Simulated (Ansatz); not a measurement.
A nudged elastic band was laid between two geometries of BH4NO + H2 (9 atoms, charge 0, multiplicity 1).

The calculation used RKS BLYP-D4/def2-SVP in Ansatz.

| Property | Result |
| --- | --- |
| movable images | 7 |
| climbing image | yes |
| spring | 5.0 eV/Å² |
| optimiser | quadratic models (default) |
| start path | through a guess of the saddle point |
| force threshold | 0.03 eV/Å |
| iteration limit | 60 |
| end points | relaxed |

First end point:

```xyz
9
Properties=species:S:1:pos:R:3
B -0.011 -0.536 -0.322
O -0.212 0.187 0.842
H -1.101 0.049 1.211
N 1.234 -0.444 -0.976
H 2.001 0.135 -0.627
H 1.446 -0.946 -1.835
H -0.886 -1.245 -0.789
H 0.357 2.854 2.566
H 0.298 2.227 2.126
```

Last end point:

```xyz
9
Properties=species:S:1:pos:R:3
B 0.152 0.520 -0.471
O -0.144 0.142 2.333
H -1.006 -0.106 1.944
N 1.306 -0.138 -0.899
H 1.311 -1.106 -1.224
H 2.239 0.274 -0.849
H -0.923 -0.040 -0.559
H 0.234 1.674 -0.095
H -0.042 1.062 2.016
```

(1) What changes between the two ends?

(2) What energy profile does the band end with?

(3) What is the geometry of the highest image?

Answers

(1) Bonds broken: B1–O2, H8–H9. Bonds formed: B1–H8, O2–H9. BH4NO + H2 becomes BH4N + H2O.

(2) It converged. The highest image is number 5 of 0 to 8, 219.3 kJ/mol above the first end and 112.3 kJ/mol above the last; the last end lies 107.0 kJ/mol above the first. The profile has 2 maxima (images 5, 7) with wells between them (image 6): this band takes more than one step, which may be the mechanism or a detour left from its start path. Neighbouring images differ by up to 1.9 eV, so the band resolves the path poorly. A vibrational analysis at the climbing image gives one clearly imaginary mode, 1279i cm⁻¹: a first-order saddle point. The orbitals stay closed-shell, which can raise the energy where a bond breaks towards radicals; this wasn't checked here.

| image | path coordinate (Å) | energy (kJ/mol) | B1–O2 (Å) | H8–H9 (Å) | B1–H8 (Å) |
| --- | --- | --- | --- | --- | --- |
| 0 | 0.00 | 0.0 | 1.39 | 0.77 | 4.47 |
| 1 | 0.95 | 0.4 | 1.39 | 0.77 | 4.25 |
| 2 | 1.89 | 1.1 | 1.39 | 0.77 | 3.79 |
| 3 | 2.84 | 4.5 | 1.39 | 0.77 | 3.21 |
| 4 | 3.78 | 37.3 | 1.40 | 0.77 | 2.30 |
| 5 | 4.73 | 219.3 | 1.65 | 1.09 | 1.44 |
| 6 | 6.78 | 107.5 | 2.89 | 2.85 | 1.21 |
| 7 | 8.83 | 191.6 | 1.79 | 2.29 | 1.23 |
| 8 | 10.88 | 107.0 | 2.85 | 2.22 | 1.22 |

(3) 
```xyz
9
Properties=species:S:1:pos:R:3
B 0.111 0.373 0.022
O -0.080 -0.147 1.571
H -1.028 -0.339 1.727
N 1.215 -0.257 -0.642
H 2.149 -0.285 -0.230
H 1.244 -0.272 -1.662
H -0.941 0.484 -0.581
H 0.361 1.682 0.576
H 0.095 1.041 1.414
```

The run took 2.5 min on 1 thread of AMD EPYC 9R45 96-Core Processor (Zen 5) (shared host), peak memory 0.14 GiB.
